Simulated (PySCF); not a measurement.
# How methods differ on the ionisation energy of Al

Al [Ne] 3s2 3p1 (2P) → Al⁺ [Ne] 3s2 (1S), as a difference of total energies. Computed with PySCF 2.14 in dyall-acv3z (19s12p6d4f, 113 functions), with the non-relativistic Hamiltonian (point nucleus). Correlated levels: valence: [Ne] frozen; valence and next inner shell: 1s2 frozen; virtual orbitals above 40 to 60 times the deepest correlated orbital energy dropped. The calculations carry no spin-orbit coupling.

```tsv
method	ionisation energy (eV)
UHF	5.609
LDA	6.036
PBE	6.078
PBE0	6.098
r2SCAN	6.176
TPSSh	6.159
B97-3	5.932
r2SCAN0	6.170
MP2 (valence)	5.836
SCS-MP2 (valence)	5.820
MP2 (valence and next inner shell)	5.820
SCS-MP2 (valence and next inner shell)	5.808
```

**Question.** How much does correlation contribute at MP2 (valence and next inner shell)?

**Answer.** 5.820 − (5.609) = 0.211 eV, measured against UHF.

Errors of the correlated levels include the incompleteness of this basis and the frozen core.

For comparison: 5.977 eV (measured; NIST levels, between the centres of gravity of the two terms).
